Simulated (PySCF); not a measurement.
Species: C₄H₇P.
Atom-mapped SMILES: `[CH2:1]=[P:2]/[CH:3]=[CH:4]\[CH3:5]` (hydrogens: H6, H7 on C1; H8 on C3; H9 on C4; H10, H11, H12 on C5)

Torsions of this conformer, `[CH2:1]=[P:2]/[CH:3]=[CH:4]\[CH3:5]`: C1–P2–C3–C4 180°.

The closed-shell ground state was solved at several levels (PySCF, density fitting, gas phase, non-relativistic). Geometry: GFN2-xTB, one conformer, isolated molecule.

| level | basis functions | HOMO (eV) | LUMO (eV) | gap (eV) | dipole (D) |
| --- | --- | --- | --- | --- | --- |
| PBE0/def2-SVPD | 160 | -6.83 | -1.70 | 5.13 | 1.31 |
| CAM-B3LYP/def2-SVPD | 160 | -8.00 | -0.58 | 7.42 | 1.27 |

Problem. Estimate the row for PBE0/pcSseg-1, a basis of 127 functions; the other rows only guide the guess.

Solution. HOMO -6.84 eV, LUMO -1.69 eV, gap 5.15 eV, dipole 1.25 D.

Problem. Over all these levels, which gives the widest orbital gap and which the narrowest?

Solution. CAM-B3LYP/def2-SVPD (range-separated hybrid) has the widest, 7.42 eV, and PBE0/def2-SVPD (global hybrid, 25 % exact exchange) the narrowest, 5.13 eV. The two share the basis. From the narrowest to the widest the HOMO moves by -1.17 eV and the LUMO by +1.12 eV.

Problem. How far do the dipole and the HOMO energy spread over the levels?

Solution. The dipole runs from 1.25 to 1.31 D (mean 1.28 D) and the HOMO from -8.00 to -6.83 eV.
